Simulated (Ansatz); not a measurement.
Geometry optimisation, UKS BHLYP-D4/def2-SVP (Ansatz 0.2.0).

Input:

```yaml
crystal:
  periodic: [false, false, false]
  atoms:
    - { symbol: "N", position_ang: [-0.12714, 0.11829, -0.91546] }
    - { symbol: C, position_ang: [0.2577, -0.23604, 0.24188] }
    - { symbol: O, position_ang: [1.07909, -0.98934, 0.70631] }
    - { symbol: H, position_ang: [0.55717, -0.50849, -0.77014] }
    - { symbol: H, position_ang: [-0.35041, 0.31968, 1.04575] }
magnetization:
  spin_polarized: true
  initial_magnetization: 1
basis:
  gaussian: { orbitals: def2-SVP }
hamiltonian:
  xc: { name: BHLYP }
  dispersion: d4
relax:
  f_tol: 0.02
  max_steps: 50
output:
  orbitals: {}
```

Launched with:

```bash
$ ansatz run input.yaml --threads 1 --pin off --max-ram 2048MiB --backend cpu --events-out ev --progress --plain --runs-dir out
```

Task: Where does it end, and by what steps?

Result: The run converged. After 8 steps the energy has fallen by 4.544 eV; H4 moved furthest, 0.60 Å. The start is strongly strained (largest force component 15 eV/Å), so its close contacts needn't be bonds. Parted: C2–H4.

```json
{"step": "0", "energy less start (eV)": "0.0000", "largest force component (eV/Å)": "14.963", "accepted": "yes"}
{"step": "1", "energy less start (eV)": "-2.1647", "largest force component (eV/Å)": "8.162", "accepted": "yes"}
{"step": "2", "energy less start (eV)": "-3.8766", "largest force component (eV/Å)": "2.794", "accepted": "yes"}
{"step": "3", "energy less start (eV)": "-4.3404", "largest force component (eV/Å)": "1.226", "accepted": "yes"}
{"step": "4", "energy less start (eV)": "-4.5207", "largest force component (eV/Å)": "0.405", "accepted": "yes"}
{"step": "5", "energy less start (eV)": "-4.5397", "largest force component (eV/Å)": "0.231", "accepted": "yes"}
{"step": "6", "energy less start (eV)": "-4.5432", "largest force component (eV/Å)": "0.165", "accepted": "yes"}
{"step": "7", "energy less start (eV)": "-4.5443", "largest force component (eV/Å)": "0.103", "accepted": "yes"}
{"step": "8", "energy less start (eV)": "-4.5445", "largest force component (eV/Å)": "0.019", "accepted": "yes"}
```

```xyz
5
Properties=species:S:1:pos:R:3
N -0.040 0.039 -0.843
C 0.209 -0.192 0.472
O 1.057 -0.969 0.876
H 0.606 -0.552 -1.370
H -0.415 0.379 1.174
```

Whether the end is a true minimum wasn't checked by a vibrational analysis.

Time of the run: 23 s on 1 thread of Arm Neoverse V2, with other jobs on the host, peak memory 0.13 GiB.
